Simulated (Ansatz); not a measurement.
# C2H2Si (SMILES C1=[Si]=C1): single points off equilibrium

A test off equilibrium: a structure displaced at random from a GFN2-xTB minimum is computed at several levels, and each is set against CCSD(T).

Program: Ansatz 0.2.0, Gaussian basis. Level of theory: single points in def2-TZVPP. These are calculated values, not measurements.

Correlated methods freeze the cores.

### Step 1. Where the work starts

SMILES `C1=[Si]=C1`, 5 atoms, charge 0, spin multiplicity 1.

Atoms are counted from 1 here; the program's logs count them from 0.

Bond lengths: C1–Si2 1.893 Å, C1–C3 1.339 Å, C1–H4 1.044 Å, Si2–C3 1.774 Å, C3–H5 1.218 Å. Angles: Si2–C1–C3 63.9°, Si2–C1–H4 156.7°, C3–C1–H4 139.3°, C1–Si2–C3 42.7°, C1–C3–Si2 73.4°, C1–C3–H5 126.3°, Si2–C3–H5 158.8°.

Coordinates:

```mol
C2H2Si
  3D, bonds by distance, orders not assigned

  5  5  0  0  0  0  0  0  0  0999 V2000
    0.1532   -0.6970    0.2702 C   0  0
    1.1865    0.7324    0.9570 Si  0  0
   -0.1456    0.5217   -0.1961 C   0  0
   -0.1762   -1.6832    0.1752 H   0  0
   -0.9011    0.7767   -1.1168 H   0  0
  1  2  8  0
  1  3  8  0
  1  4  8  0
  2  3  8  0
  3  5  8  0
M  END
```

### Step 2. CCSD(T)/def2-TZVPP

The input, run/in.yaml:

```yaml
crystal:
  periodic: [false, false, false]
  atoms:
    - {symbol: C, position_ang: [0.153200, -0.697000, 0.270200]}
    - {symbol: Si, position_ang: [1.186500, 0.732400, 0.957000]}
    - {symbol: C, position_ang: [-0.145600, 0.521700, -0.196100]}
    - {symbol: H, position_ang: [-0.176200, -1.683200, 0.175200]}
    - {symbol: H, position_ang: [-0.901100, 0.776700, -1.116800]}
basis:
  gaussian: {orbitals: def2-TZVPP}
correlation: {method: ccsd_t}
output: {forces: true}
```

No record of the launch command was kept for these runs.

### Step 3. PBE0-D4/def2-TZVPP

run/in.yaml, as its differences from that of step 2:

```diff
@@ -10,3 +10,3 @@
   gaussian: {orbitals: def2-TZVPP}
-correlation: {method: ccsd_t}
-output: {forces: true}
+hamiltonian: {xc: pbe0, dispersion: d4}
+output: {forces: true, orbitals: {seedname: orbitals}}
```

### Step 4. wB97M-V/def2-TZVPP

run/in.yaml, as its differences from that of step 3:

```diff
@@ -10,3 +10,3 @@
   gaussian: {orbitals: def2-TZVPP}
-hamiltonian: {xc: pbe0, dispersion: d4}
-output: {forces: true, orbitals: {seedname: orbitals}}
+hamiltonian: {xc: {name: wB97M-V}}
+output: {forces: true}
```

### Step 5. r2SCAN-D4/def2-TZVPP

run/in.yaml, as its differences from that of step 4:

```diff
@@ -10,3 +10,3 @@
   gaussian: {orbitals: def2-TZVPP}
-hamiltonian: {xc: {name: wB97M-V}}
+hamiltonian: {xc: r2scan, dispersion: d4}
 output: {forces: true}
```

### Step 6. PBE-D4/def2-TZVPP

run/in.yaml, as its differences from that of step 5:

```diff
@@ -10,3 +10,3 @@
   gaussian: {orbitals: def2-TZVPP}
-hamiltonian: {xc: r2scan, dispersion: d4}
+hamiltonian: {xc: pbe, dispersion: d4}
 output: {forces: true}
```

### Step 7. BHLYP-D4/def2-TZVPP

run/in.yaml, as its differences from that of step 6:

```diff
@@ -10,3 +10,3 @@
   gaussian: {orbitals: def2-TZVPP}
-hamiltonian: {xc: pbe, dispersion: d4}
+hamiltonian: {xc: {name: BHLYP}, dispersion: d4}
 output: {forces: true}
```

### Step 8. CAM-B3LYP-D4/def2-TZVPP

run/in.yaml, as its differences from that of step 7:

```diff
@@ -10,3 +10,3 @@
   gaussian: {orbitals: def2-TZVPP}
-hamiltonian: {xc: {name: BHLYP}, dispersion: d4}
+hamiltonian: {xc: {name: CAM-B3LYP}, dispersion: d4}
 output: {forces: true}
```

(Steps that only read results are left out.)

Q: Predict the outcome of this session. Wanted: energy less free atoms, CCSD(T)/def2-TZVPP; RMS force component; RMS force error; HOMO and LUMO, PBE0-D4; T1 diagnostic.

The runs gave:

```
                                  quantity                                                                                                 value
energy less free atoms, CCSD(T)/def2-TZVPP                                                                                        -1908.5 kJ/mol
                       RMS force component                                                                  1.681 to 1.760 eV/Å over the methods
                           RMS force error  PBE0-D4 0.310, wB97M-V 0.296, r2SCAN-D4 0.268, PBE-D4 0.202, BHLYP-D4 0.464, CAM-B3LYP-D4 0.417 eV/Å
                    HOMO and LUMO, PBE0-D4                                                                                    -7.00 and -1.59 eV
                             T1 diagnostic                                                                                                 0.015
```

**Reading.** Against CCSD(T) the functionals' energies less atoms differ by -134.3 to +11.7 kJ/mol, PBE-D4 by -134.3 kJ/mol. CCSD(T) in triple zeta still lacks some correlation energy of the bonds, so part of these gaps is its own basis error and they don't rank the functionals. On forces the order runs from PBE-D4 to BHLYP-D4. Frozen-core CCSD(T) forces in triple zeta carry basis errors of their own, and this is one geometry, so small gaps rank nothing.
